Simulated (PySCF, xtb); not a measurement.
isobutene (C4H8), SMILES C=C(C)C.

The structure is a stationary point at PBE0-D3(BJ)/def2-SVP.

Level of theory: IEF-PCM-B3LYP/def2-SVP in PySCF.

The values are the electrostatic part of the solvation free energy, E(continuum) − E(gas) at the gas-phase geometry, in a cavity of scaled van der Waals radii (PySCF's table); cavitation and dispersion terms are not included. In vacuum the orbital gap is 7.22 eV. The dipole moment in vacuum is 0.58 D.

Computed values in water (ε = 78.36), chlorobenzene (ε = 5.70), acetonitrile (ε = 35.69):
```json
[
 {"solvent": "water", "ε": "78.36", "ΔG(elec) (kcal/mol)": "-1.2", "dipole (D)": "0.84", "gap (eV)": "7.25"},
 {"solvent": "chlorobenzene", "ε": "5.70", "ΔG(elec) (kcal/mol)": "-0.9", "dipole (D)": "0.77", "gap (eV)": "7.24"},
 {"solvent": "acetonitrile", "ε": "35.69", "ΔG(elec) (kcal/mol)": "-1.2", "dipole (D)": "0.83", "gap (eV)": "7.25"}
]
```

For comparison, GFN2-xTB/ALPB(water) (xtb, at the GFN2-xTB geometry, all terms of that model) gives -0.4 kcal/mol.
